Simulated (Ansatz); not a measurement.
Saddle point of BNH$_{3}$F, singlet (BNH₃F ([NH2][BH][F]) → BNH₂ ([BH][NH]) + HF; bonds formed: F2–H4; bonds broken: B1–F2, N3–H4), PBE0-D4/def2-TZVP structure:

```
6
angstrom
B -0.3260 0.1591 -0.5145
F 0.4519 1.3532 0.6236
N 0.0901 -0.8469 0.1880
H 0.6052 0.3766 0.9170
H -0.8437 0.8021 -1.3538
H 0.0224 -1.8440 0.1398
```

Energies are electronic, without zero-point energy. Barriers and step energies count from the start structure reached by relaxing down the imaginary mode; all methods use the PBE0-D4 structures, on which another method's saddle can fall below an end. Program: Ansatz 0.2.0. Basis: def2-TZVPP, with def2-QZVPP for the basis limit. Cores are frozen in the correlated methods. B3LYP uses VWN-RPA correlation. Extrapolation: Hartree–Fock as exp(−7.88 √X), correlation as X^−2.97.

| method | barrier (kcal/mol) | step energy (kcal/mol) |
| --- | --- | --- |
| SPW92 | 68.12 | 64.54 |
| PBE-D4 | 69.31 | 59.71 |
| BLYP-D4 | 69.78 | 56.82 |
| r2SCAN-D4 | 73.71 | 63.19 |
| B97M-V | 77.03 | 64.01 |
| PBE0-D4 | 74.86 | 63.19 |
| B3LYP-D4 | ? | 60.27 |
| r2SCAN0-D4 | 77.29 | 65.19 |
| BHLYP-D4 | 80.54 | 64.61 |
| CAM-B3LYP-D4 | ? | 62.54 |
| wB97X-V | 76.04 | 63.38 |
| wB97M-V | 74.08 | 61.55 |
| B2PLYP | 74.82 | 60.06 |
| PBE-QIDH | 77.36 | 63.90 |
| RPA on PBE | ? | 59.26 |
| HF | 88.79 | 66.80 |
| MP2 | 74.38 | 59.14 |
| CCSD | 78.06 | 61.48 |
| CCSD(T) | 75.40 | 60.01 |

(1) Fill in the withheld barriers. (Judge from chemistry; the value comes from the calculation.)

The T1 diagnostic stays at or below 0.016.

Answers

(1) The calculation gives: RPA on PBE 74.19; CAM-B3LYP-D4 75.80; B3LYP-D4 74.34 kcal/mol. Each is the energy of the saddle less that of the start structure, by the same method.

For comparison, the barrier by CCSD(T) at an estimated basis limit (MP2 extrapolated from triple and quadruple zeta, plus CCSD(T) − MP2 in triple zeta) is 75.01 kcal/mol.

Labels in which every atom is bracketed show which atoms are joined, not bond orders.

For scale, one of the runs: CCSD(T)/def2-TZVPP, 135 basis functions, launched by `ansatz run in.yaml --threads 2 --pin off --events-out ev --progress --plain --max-ram 4352MiB`. Hardware: 2 CPU threads of an Intel Xeon Platinum 8259CL, shared host. Wall time 8 s; peak host memory 0.77 GiB.
